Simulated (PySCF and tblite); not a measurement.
C4H3FO, numbered as in [F:1][c:2]1[cH:3][cH:4][o:5][cH:6]1.

The ensemble was built from 60 distance-geometry starts (ETKDG and KDG, MMFF94s, GFN2-xTB) and rests on GFN2-xTB geometries. Free energies are B3LYP-D3(BJ)/def2-TZVP single points with GFN2-xTB rigid-rotor and vibrational terms (modes under about 100 cm⁻¹ blended into free rotors). Symmetry numbers and mirror images are counted. Conformers within 2.5 kcal/mol (GFN2-xTB free energy) were kept, 3 at most. Couplings: B3LYP/pcJ-1. Couplings are for ¹³C, ¹⁹F, ¹H, ¹⁷O. (PySCF 2.14, tblite 0.8.)

```json
{"conformer": "1", "shape": "Cs", "weight %": "100.0"}
```

(1) Give the couplings in each conformer and the averages at 298.15 K (pairs that fast motion interchanges averaged).

Computed couplings to fluorine can be off by tens of per cent at such levels.

Answers

(1) 
```tsv
coupling	pairs	1	average (Hz)
¹J(F1,C2)	1	-320.7	-320.7
²J(F1,C3)	1	14.0	14.0
³J(F1,C4)	1	5.3	5.3
³J(F1,O5)	1	15.6	15.6
²J(F1,C6)	1	24.2	24.2
³J(F1,H3)	1	-0.8	-0.8
⁴J(F1,H4)	1	2.7	2.7
³J(F1,H6)	1	-5.4	-5.4
¹J(C2,C3)	1	71.7	71.7
²J(C2,O5)	1	-1.8	-1.8
¹J(C2,C6)	1	101.4	101.4
²J(C2,H3)	1	-1.2	-1.2
³J(C2,H4)	1	8.6	8.6
²J(C2,H6)	1	8.4	8.4
¹J(C3,C4)	1	79.6	79.6
²J(C3,O5)	1	1.8	1.8
¹J(C3,H3)	1	185.8	185.8
²J(C3,H4)	1	13.0	13.0
³J(C3,H6)	1	4.5	4.5
¹J(C4,O5)	1	25.8	25.8
²J(H3,C4)	1	9.6	9.6
¹J(C4,H4)	1	212.9	212.9
³J(C4,H6)	1	8.7	8.7
¹J(O5,C6)	1	24.2	24.2
³J(H3,O5)	1	-3.5	-3.5
²J(H4,O5)	1	-20.2	-20.2
²J(O5,H6)	1	-20.1	-20.1
³J(H3,C6)	1	4.3	4.3
³J(H4,C6)	1	5.5	5.5
¹J(C6,H6)	1	213.9	213.9
³J(H3,H4)	1	2.4	2.4
⁴J(H3,H6)	1	0.7	0.7
⁴J(H4,H6)	1	1.7	1.7
```
